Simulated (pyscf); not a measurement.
**Four-centre exchange: `[OH][SiH2][F]` + `[OH][SiH3]` → `[OH][SiH2][O][SiH2][F]` + `[H][H]`**

Gas phase, singlet surface, charge 0. Bonds broken: O1–H4, Si8–H10. Bonds formed: O1–Si8, H4–H10. Optimised with ωB97X-D3(BJ)/def2-SVP in PySCF.

Transition state (Å):

```xyz
12

O     -1.1345    -0.3481     0.4991
Si    -1.4503    -0.8546     2.0695
F     -0.1966    -1.7350     2.5879
H     -1.1570    -0.6816    -0.5514
H     -2.6453    -1.7232     2.0326
H     -1.5735     0.3501     2.9119
O     -1.0672     2.2033    -1.3669
Si    -0.2639     1.0628    -0.4492
H     -1.2942     1.8972    -2.2522
H     -0.7983    -0.1925    -1.5547
H     -0.1857     1.8402     0.8296
H      1.1523     0.7097    -0.7490
```

One imaginary mode, 1161i cm⁻¹; descent along it reached the two sides named.

```json
[
 {"bond": "O1–H4", "change": "breaks", "reactant side (Å)": "0.963", "saddle": "1.102", "product side": "2.574"},
 {"bond": "Si8–H10", "change": "breaks", "reactant side (Å)": "1.494", "saddle": "1.756", "product side": "3.7"},
 {"bond": "O1–Si8", "change": "forms", "reactant side (Å)": "2.9", "saddle": "1.910", "product side": "1.667"},
 {"bond": "H4–H10", "change": "forms", "reactant side (Å)": "2.8", "saddle": "1.172", "product side": "0.761"}
]
```

Electronic energies relative to the separated reactants (kcal/mol):

```
level                   barrier  reaction energy  reverse barrier
----------------------  -------  ---------------  ---------------
ωB97X-D3(BJ)/def2-TZVP     31.8            -27.6             59.4
PBE/def2-TZVP              28.1            -22.6             50.8
r²SCAN/def2-TZVP           29.2            -26.7             56.0
B3LYP-D3(BJ)/def2-TZVP     31.6            -26.5             58.2
PBE0-D3(BJ)/def2-TZVP      29.6            -24.4             54.0
M06-2X/def2-TZVP           32.4            -29.2             61.6
ωB97M-D3(BJ)/def2-TZVP     31.9            -25.8             57.7
HF/def2-TZVP               50.8            -23.5             74.3
```

With ωB97M-D3(BJ)/def2-TZVP energies and thermal terms (ideal gas, 1 atm, RRHO with modes under 100 cm⁻¹ raised to 100, one conformer, R ln 2 for chiral ones without a mode under 150 cm⁻¹), in kcal/mol:

```tsv
T (K)	ΔH‡	ΔG‡	ΔH	ΔG
298	30.6	43.2	-27.9	-23.6
600	30.7	56.1	-26.8	-19.6
900	31.3	68.7	-26.0	-16.2
1200	32.0	81.0	-25.4	-13.1
```

The same reactants have a lower exit, to HO–SiH₂–O–SiH₃ + HF (barrier +22.3 kcal/mol at ωB97M-D3(BJ)/def2-TZVP, against +31.9 kcal/mol here). This is the saddle that the search found; another between the same sides may lie lower.
